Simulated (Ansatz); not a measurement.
# [NO2]+ (SMILES O=[N+]=O) at 6 levels

We compute a comparison of 6 runs (UHF/STO-3G, B2PLYP/STO-3G, UB3LYP/STO-3G, UPBE0/STO-3G, UCCSD(T)/STO-3G, FCI/STO-3G) of [NO2]+. 

The results are computed with Ansatz 0.2.0.

12 further runs of the same task are left out: 10 that didn't finish, 2 set aside as unsound or not needed.

## 1. The structure to begin with

[NO2]+ has 3 atoms, charge +1, and is taken as a singlet. As SMILES, `O=[N+]=O`. The N2–O1 distance was set to 1.387 Å, away from the relaxed value.

Bond lengths: O1–N2 1.387 Å, N2–O3 1.110 Å. Angles: O1–N2–O3 180.0°.

## 2. The energy at UHF/STO-3G (run 1)

in.yaml reads:

```yaml
crystal:
  periodic: [false, false, false]
  atoms:
    - {symbol: O, position_ang: [-0.716212, 1.158761, -0.261971]}
    - {symbol: N, position_ang: [-0.000010, -0.000010, -0.000000]}
    - {symbol: O, position_ang: [0.572990, -0.927010, 0.209580]}
basis:
  gaussian:
    orbitals: STO-3G
accuracy: high
total_charge: 1
magnetization:
  spin_polarized: true
hamiltonian:
  xc: hf
```

Run with:

```bash
$ ansatz run in.yaml --threads 1 --pin off --max-ram 3480MiB --events-out events.jsonl --progress --plain --runs-dir runs
```

Standard output:

```text
Warning: RAYON_NUM_THREADS=1 ignored (pool sized by the plan → 1); use --threads N
[... 32 lines left out ...]
Total energy: -5468.36011624 eV, -200.9585276841 hartree
```

Wall time 1.6 s (1 thread of Intel Xeon Platinum 8488C (Sapphire Rapids), shared host).

## 3. The energy at B2PLYP/STO-3G (run 2)

run.yaml reads:

```yaml
crystal:
  periodic: [false, false, false]
  atoms:
    - {symbol: O, position_ang: [-0.716212, 1.158761, -0.261971]}
    - {symbol: "N", position_ang: [-0.000010, -0.000010, -0.000000]}
    - {symbol: O, position_ang: [0.572990, -0.927010, 0.209580]}
basis:
  gaussian:
    orbitals: STO-3G
total_charge: 1
hamiltonian:
  xc: {name: B2PLYP}
correlation:
  frozen_orbitals: {"N": 1, O: 1}
accuracy: high
```

Run with:

```bash
$ ansatz run run.yaml --threads 1 --pin off --max-ram 3480MiB --events-out events.jsonl --progress --plain --runs-dir runs
```

Standard output:

```text
Warning: RAYON_NUM_THREADS=1 ignored (pool sized by the plan → 1); use --threads N
Functional definition: B2PLYP
  name "B2PLYP"
  parameter a = 0.53
  parameter c = 0.27
  exchange = (1 - a)*b88_x + a*exact_x
  correlation = (1 - c)*lyp_c + c*(mp2_os + mp2_ss)
249 factors; integrals over basis functions are off by at most 2.5e-8 eV
mean field evaluation 1: about -5480.2735 eV, gradient 4.1e1 eV
mean field evaluation 2: about -5480.2625 eV, gradient 4.1e1 eV
mean field evaluation 4: about -5481.9179 eV, gradient 3.7e1 eV
mean field evaluation 8: about -5484.9631 eV, gradient 2.6e-2 eV
mean field evaluation 16: about -5484.9594 eV, gradient 2.5e-6 eV
mean field -5484.95940993 eV, -201.5685404758 hartree, gradient 4.9e-8 eV, S^2 0.000000; 0 other end points of the search recorded, 0 dependent functions left out; unrestricted orbitals would lower it
3 core orbitals not correlated: weight in the atoms' cores, before any rotation towards them, 1.000 or more for the frozen orbitals, at most 0.000 for the correlated occupied ones
reference -5484.95941976 eV, -201.5685408371 hartree; 8, 8 occupied and 4, 4 virtual orbitals, 249 factors
second order -12.84878412 eV of doubles, -0.00000000 eV of singles
Total energy: -5488.42859147 eV, -201.6960305461 hartree
```

Run time: 1.1 s. Hardware: 1 thread of Intel Xeon Platinum 8488C (Sapphire Rapids), shared host.

Runs 3 to 5 aren't shown in full; the table further down has their settings and results.

## 4. The energy at FCI/STO-3G (run 6)

job.yaml reads:

```yaml
crystal:
  periodic: [false, false, false]
  atoms:
    - symbol: O
      position_ang: [-0.716212, 1.158761, -0.261971]
    - symbol: "N"
      position_ang: [-0.000010, -0.000010, -0.000000]
    - symbol: O
      position_ang: [0.572990, -0.927010, 0.209580]
basis:
  gaussian:
    orbitals: STO-3G
accuracy: high
correlation:
  method: fci
  frozen_orbitals: {"N": 1, O: 1}
total_charge: 1
```

Run with:

```bash
$ ansatz run job.yaml --threads 1 --pin off --max-ram 3480MiB --events-out events.jsonl --progress --plain --runs-dir runs
```

Standard output:

```text
Warning: RAYON_NUM_THREADS=1 ignored (pool sized by the plan → 1); use --threads N
Functional definition: HF
  name "HF"
  exchange = exact_x
  correlation = 0
249 factors; integrals over basis functions are off by at most 2.5e-8 eV
mean field evaluation 1: about -5461.3857 eV, gradient 4.5e1 eV
mean field evaluation 2: about -5461.4450 eV, gradient 4.6e1 eV
mean field evaluation 4: about -5466.3503 eV, gradient 1.8e1 eV
mean field evaluation 8: about -5467.1774 eV, gradient 2.3e-1 eV
mean field evaluation 16: about -5467.1695 eV, gradient 4.9e-8 eV
mean field -5467.16945510 eV, -200.9147716942 hartree, gradient 4.9e-8 eV, S^2 0.000000; 0 other end points of the search recorded, 0 dependent functions left out; unrestricted orbitals would lower it
mean field evaluation 32: about -5468.3601 eV, gradient 1.2e-3 eV
unrestricted determinant -5468.36011623 eV, -200.9585276840 hartree, S^2 0.8557
3 core orbitals not correlated: weight in the atoms' cores, before any rotation towards them, 1.000 or more for the frozen orbitals, at most 0.000 for the correlated occupied ones
reference -5467.16945510 eV, -200.9147716942 hartree; 8, 8 occupied and 4, 4 virtual orbitals, 249 factors
state -5475.69549331 eV, -201.2280978193 hartree
Total energy: -5475.69549331 eV, -201.2280978193 hartree
```

Run time: 0.83 s. Hardware: 1 thread of Intel Xeon Platinum 8488C (Sapphire Rapids), shared host.

## 5. Overview of the runs

```tsv
run	level	frozen core orbitals	energy (Eh)	wall time
1	UHF/STO-3G	–	-200.958528	1.6 s
2	B2PLYP/STO-3G	3	-201.696031	1.1 s
3	UB3LYP/STO-3G	–	-201.897776	1.7 s
4	UPBE0/STO-3G	–	-201.727871	0.93 s
5	UCCSD(T)/STO-3G	3	-201.216529	1.9 s
6	FCI/STO-3G	3	-201.228098	0.83 s
```

## 6. What came out

```
                                          quantity          value
                               run 6: total energy  -201.22810 Eh
run 6: correlation energy (3 core orbitals frozen)     -313.3 mEh
```

What this shows: Against full CI in this basis: UHF +269.6 mEh; UCCSD(T) +11.6 mEh. Totals of different functionals can't be ranked against each other. In run 2 the log says that unrestricted orbitals would lower the reference, so the values rest on an unstable closed-shell determinant (other closed-shell runs at this shape may share the fault). In runs 1, 2, 3, 4, 5, 6 the basis is minimal, so the values are rough. Spin contamination of the reference: run 5 ⟨S²⟩ = 0.86, run 1 ⟨S²⟩ = 0.86. Where it is this large, the reference is a mixture of spin states, and values that rest on it are in doubt. All runs together took 8 s, the longest 1.9 s.
